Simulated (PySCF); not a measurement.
Species: HF.
SMILES: `F`

Linear response at B3LYP/def2-SVPD (PySCF, frozen core in the response, non-relativistic). Isolated species at its PBE0-D3(BJ)/def2-SVP geometry, gas phase.

Static isotropic polarisability: 5.57 au (0.83 Å³), principal values 5.1, 5.1, 6.5 au.

Problem. What is the polarisability at 1064 nm and at the sodium D line?

Solution. 5.60 au at 1064 nm (+0.4 %), 5.65 au at 589.3 nm (+1.4 %). The lowest singlet lies at 124 nm, shorter than both wavelengths.

Problem. What is the isotropic C6 coefficient between two such molecules, C6 = (3/π)∫α(iω)² dω?

Solution. 19.23 au (Eh·bohr⁶) by a ten-point quadrature over imaginary frequencies, which is 11.5 eV·Å⁶ or 1.11 J·nm⁶/mol.

Problem. Which effective excitation energy ω̄ makes London's formula C6 = (3/4)α²ω̄ exact here?

Solution. ω̄ = 4·C6/(3α²) = 0.825 Eh = 22.5 eV. London's choice of the ionisation energy (16.44 eV, ΔSCF at the same level) gives C6 = 14.1 au, 27 % too low.

Problem. How many electrons N does the Slater–Kirkwood formula C6 = (3/4)·√N·α^(3/2) need to give this C6?

Solution. N = (4·C6/3)²/α³ = 3.8; the species has 10 electrons in all.

Problem. The lowest 6 singlets have (eV, f): 9.99, 0.031; 9.99, 0.031; 13.88, 0.136; 13.99, 0.000; 14.01, 0.000; 14.01, 0.000. What share of the static polarisability do they carry in the sum over states α = Σ f/ω²?

Solution. 0.98 au, 17.7 % of α; the largest term, 0.52 au, is that of the state at 13.88 eV. Their oscillator strengths add up to 0.20. Higher states carry the rest.

Problem. What three-body coefficient follows from the one-pole estimate C9 = (3/4)·α·C6?

Solution. 80.4 au. This is an estimate from the two numbers above, not a computed integral.

Problem. What molar refraction at the D line follows from R = (4π/3)·N_A·α′, with α′ the polarisability volume?

Solution. α′ = 0.84 Å³ gives R = 2.11 cm³/mol, for isolated, non-vibrating species.

Problem. What does −C6/R⁶ come to at R = 6 Å between centres?

Solution. -24 J/mol. This is the leading, orientation-averaged term; C8 and higher terms are left out.

Cost: about 1.1 s of CPU time on one thread; the machine was shared, so the figure is rough. This is the whole response run at B3LYP/def2-SVPD, SCF included.
